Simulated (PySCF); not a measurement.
## `C=CC[C@@H](C)O`, C5H10O

Geometry (Å), atoms numbered from 1 in this order:
```xyz
16

C     2.164    0.860   -0.413
C     1.253    0.406   -1.280
C     0.388   -0.794   -1.065
C    -1.035   -0.390   -0.649
C    -1.926   -1.593   -0.426
O    -1.012    0.348    0.544
H     2.383    0.319    0.513
H     2.737    1.770   -0.607
H     1.068    0.981   -2.197
H     0.810   -1.432   -0.271
H     0.334   -1.395   -1.988
H    -1.468    0.219   -1.473
H    -2.930   -1.267   -0.118
H    -1.514   -2.226    0.375
H    -2.019   -2.195   -1.342
H    -0.310    1.006    0.461
```

Method used: quadratic response CAM-B3LYP/def2-TZVPD first hyperpolarisability, Taylor convention, gas phase in PySCF. Geometry: PBE0-D3(BJ)/def2-SVP.

(1) Give the tensor of the second harmonic β(−2ω;ω,ω) at 1064 nm in the axes of these coordinates.

Answers

(1) In au, Taylor convention; rows are the first index (the induced dipole):
|  | xx | yy | zz | xy | xz | yz |
| --- | --- | --- | --- | --- | --- | --- |
| x | -65.3 | -16.4 | +5.8 | -28.8 | +0.5 | +5.2 |
| y | -28.9 | +0.9 | +21.5 | -17.1 | +5.6 | -0.6 |
| z | -1.2 | -0.9 | +39.2 | +5.0 | +5.9 | +20.6 |

Norm of βᵢ = ⅓ Σⱼ (βᵢⱼⱼ + βⱼᵢⱼ + βⱼⱼᵢ): 85.7 au, hyper-Rayleigh value 39.7 au.
